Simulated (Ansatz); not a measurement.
# Si3H6: search for a transition state

Wanted: the transition state of a 1,2-shift (form Si1–Si3 and break Si1–Si2). The guess is relaxed with those distances held, a saddle search follows, and vibrations and two downhill relaxations check it.

Program: Ansatz 0.2.0, Gaussian basis. Level of theory: PBE0-D4, def2-SVP first, then def2-TZVP. These are calculated values, not measurements.

53 further runs of the same task are left out: 1 that didn't finish, 52 set aside as unsound or not needed.

## Step 1: The starting structure

The guess: 9 atoms, charge 0, spin multiplicity 1.

Atoms are counted from 1 here; the program's logs count them from 0.

Bond lengths: Si1–H5 1.466 Å, Si1–H6 1.463 Å, Si1–H7 1.464 Å, Si2–Si3 2.231 Å, Si2–H8 1.480 Å, Si2–H9 1.481 Å, Si3–H4 1.507 Å. Angles: H5–Si1–H6 105.3°, H5–Si1–H7 104.8°, H6–Si1–H7 106.7°, Si3–Si2–H8 111.9°, Si3–Si2–H9 148.6°, H8–Si2–H9 99.4°, Si2–Si3–H4 100.9°.

Geometry (Å):

```
Si   -0.21900    0.62160    1.02410
Si    0.40720   -1.18290   -0.82870
Si    0.50910    0.89220   -1.64040
H    -0.89900    1.07020   -2.14620
H    -0.59970   -0.28820    2.10830
H     0.84650    1.45700    1.57890
H    -1.38170    1.49160    0.84080
H     1.72760   -1.65600   -0.35770
H    -0.39110   -2.40560   -0.57910
```

Distances that are to change: Si1–Si3 2.78 Å, Si1–Si2 2.66 Å.

## Step 2: Constrained relaxation of the guess

The input, hold/in.yaml:

```yaml
crystal:
  periodic: [false, false, false]
  atoms:
    - {symbol: Si, position_ang: [-0.219000, 0.621600, 1.024100]}
    - {symbol: Si, position_ang: [0.407200, -1.182900, -0.828700]}
    - {symbol: Si, position_ang: [0.509100, 0.892200, -1.640400]}
    - {symbol: H, position_ang: [-0.899000, 1.070200, -2.146200]}
    - {symbol: H, position_ang: [-0.599700, -0.288200, 2.108300]}
    - {symbol: H, position_ang: [0.846500, 1.457000, 1.578900]}
    - {symbol: H, position_ang: [-1.381700, 1.491600, 0.840800]}
    - {symbol: H, position_ang: [1.727600, -1.656000, -0.357700]}
    - {symbol: H, position_ang: [-0.391100, -2.405600, -0.579100]}
basis:
  gaussian: {orbitals: def2-SVP}
hamiltonian: {xc: pbe0, dispersion: d4}
relax: {f_tol: 0.08, max_steps: 120, escape_saddle: false, constraints: [{distance: [0, 2]}, {distance: [0, 1]}]}
```

Launch:

```console
$ ansatz run in.yaml --threads 2 --pin off --events-out ev --progress --plain --max-ram 4352MiB
```

After this run come: A starting Hessian; Saddle search in the small basis; Saddle search in triple zeta; Vibrations at the point found; Relaxing after a step of 0.30 Å one way along the mode; Relaxing after a step of 0.30 Å the other way along the mode.

Before running it: what results should come out? Wanted: imaginary mode; barrier from the start side; barrier from the end side; energy of the step; pairs that change; zero-point energy at the saddle.

As calculated:

```
                       quantity                            value
                 imaginary mode                        145i cm⁻¹
    barrier from the start side                         0.299 eV
      barrier from the end side                         0.018 eV
             energy of the step                        +0.282 eV
              pairs that change  Si1–Si2 loosened, Si3–H7 broken
zero-point energy at the saddle                         1.316 eV
```

What this shows: The point has a single imaginary mode (145i cm⁻¹), as a transition state must. It joins the planned start and end. A bond meant to break is only loosened at the end: the products stay bound as an adduct. At PBE0-D4/def2-TZVP the electronic barrier is 0.299 eV, about 12 kT at 298 K, and the step runs 0.282 eV uphill. A step off the saddle overshot and began above it in energy, so the link to its end is likely but not proven. Lower complexes than these ends may exist.
